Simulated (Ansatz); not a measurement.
Relaxation of CH6Al2 (9 atoms, charge 0, multiplicity 1), to a largest force component of 0.015 eV/Å in at most 40 steps.

The calculation used RKS PBE0-D4/def2-mTZVP (Ansatz 0.2.0).

```xyz
9
Properties=species:S:1:pos:R:3
Al -0.753 0.912 -1.076
C 0.778 0.072 -0.265
Al 0.152 -1.030 1.266
H -1.919 0.079 -1.673
H -0.884 2.543 -1.164
H 1.278 -0.557 -1.016
H 1.522 0.851 0.092
H -0.663 -0.319 2.438
H 0.355 -2.647 1.254
```

Task: Where does it end, and by what steps?

Result: It converged. The force dipped under the threshold on the way, but the program's further checks kept it going. After 13 steps the energy has fallen by 0.126 eV; H8 moved furthest, 0.85 Å.

| step | energy less start (eV) | largest force component (eV/Å) | accepted |
| --- | --- | --- | --- |
| 0 | 0.0000 | 1.284 | yes |
| 1 | -0.0885 | 0.246 | yes |
| 2 | -0.0986 | 0.064 | yes |
| 3 | -0.1079 | 0.031 | yes |
| 4 | -0.1132 | 0.114 | yes |
| 5 | -0.1163 | 0.094 | yes |
| 6 | -0.1213 | 0.024 | yes |
| 7 | -0.1219 | 0.109 | yes |
| 8 | -0.1217 | 0.175 | no |
| 9 | -0.1251 | 0.025 | yes |
| 10 | -0.1256 | 0.003 | yes |
| 11 | -0.1260 | 0.018 | yes |
| 12 | -0.1261 | 0.015 | yes |
| 13 | -0.1261 | 0.010 | yes |

```xyz
9
Properties=species:S:1:pos:R:3
Al -0.769 0.906 -1.217
C 0.664 0.055 -0.223
Al 0.199 -0.980 1.350
H -1.501 0.122 -2.393
H -1.242 2.378 -0.836
H 1.183 -0.619 -0.916
H 1.352 0.848 0.097
H 0.120 -0.276 2.776
H -0.140 -2.530 1.217
```

Time of the run: 33 s on 1 CPU thread of a shared host.
